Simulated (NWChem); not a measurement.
# Ionisation of HO

```xyz
2

O      0.0000     0.0000     0.1085
H      0.0000     0.0000    -0.8679
```
Charge 0, spin multiplicity 2.

Everything below was run with NWChem. Structure: optimised with UPBE0/def2-SVP, a minimum by its harmonic frequencies.

Basis set: def2-TZVPD. −ε marks an orbital energy of the parent.

B3LYP has NWChem's definition, with VWN1-RPA local correlation. The structure started from a generated list of species. The unpaired electrons of the parent sit in orbitals of symmetry b2 (C2v labels of the run); other states weren't searched. No SCF solution was tested for a lower state. Open-shell Hartree-Fock references start from PBE0 orbitals.

### Question
Order these methods by the first vertical ionisation energy they give, lowest first: −ε(beta HOMO) of B3LYP, −ε(beta HOMO) of BLYP, −ε(beta HOMO) of M06-2X, G0W0@HF, G0W0@PBE, G0W0@PBE0.

### Answer
−ε(beta HOMO) of BLYP (7.36 eV), −ε(beta HOMO) of B3LYP (8.99 eV), −ε(beta HOMO) of M06-2X (11.08 eV), G0W0@PBE (11.93 eV), G0W0@PBE0 (12.46 eV), G0W0@HF (13.08 eV)
